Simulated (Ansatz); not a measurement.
Geometry optimisation, Ansatz 0.2.0, RKS PBE0/cc-pVDZ.

The input (input.yaml):

```yaml
crystal:
  periodic: [false, false, false]
  atoms:
    - { symbol: O, position_ang: [1.0766, -1.1229, -0.1033] }
    - { symbol: C, position_ang: [-0.1569, -0.32, -0.1298] }
    - { symbol: O, position_ang: [-1.0492, -0.8255, 0.8288] }
    - { symbol: Cl, position_ang: [-0.832, -0.5774, -1.7215] }
    - { symbol: C, position_ang: [0.2111, 1.163, -0.0861] }
    - { symbol: S, position_ang: [-0.1641, 2.1627, 1.2461] }
    - { symbol: H, position_ang: [0.9162, -1.7138, -0.8318] }
    - { symbol: H, position_ang: [-0.6963, -0.3908, 1.6671] }
    - { symbol: H, position_ang: [0.7831, 1.5785, -0.8867] }
basis:
  gaussian: { orbitals: cc-pVDZ }
hamiltonian:
  xc: pbe0
relax:
  f_tol: 0.015
  max_steps: 40
output:
  orbitals: {}
```

Launched with:

```bash
$ ansatz run input.yaml --threads 2 --pin off --max-ram 3072MiB --backend cpu --events-out ev --progress --plain --runs-dir out
```

Problem. Where does it end, and by what steps?

Solution. The forces met the threshold. After 14 steps the energy has fallen by 0.828 eV; Cl4 moved furthest, 0.47 Å.

```csv
step,energy less start (eV),largest force component (eV/Å),accepted
0,0.0000,4.010,yes
1,-0.4220,1.595,yes
2,-0.5421,0.968,yes
3,-0.6382,0.548,yes
4,-0.6978,0.996,yes
5,-0.7565,0.551,yes
6,-0.7669,1.465,yes
7,-0.7983,0.645,yes
8,-0.8251,0.326,yes
9,-0.8257,0.226,yes
10,-0.8208,0.274,no
11,-0.8278,0.065,yes
12,-0.8278,0.048,yes
13,-0.8281,0.017,yes
14,-0.8281,0.006,yes
```

```xyz
9
Properties=species:S:1:pos:R:3
O 1.132 -0.997 -0.518
C 0.010 -0.349 -0.136
O -0.596 -0.929 0.912
Cl -1.204 -0.301 -1.620
C 0.273 1.129 -0.007
S -0.368 2.018 1.183
H 0.953 -1.948 -0.452
H -1.037 -0.205 1.409
H 0.927 1.537 -0.789
```

Whether the end is a true minimum wasn't checked by a vibrational analysis.

Time of the run: 99 s on 2 threads of Arm Neoverse N1, with other jobs on the host, peak memory 0.26 GiB.
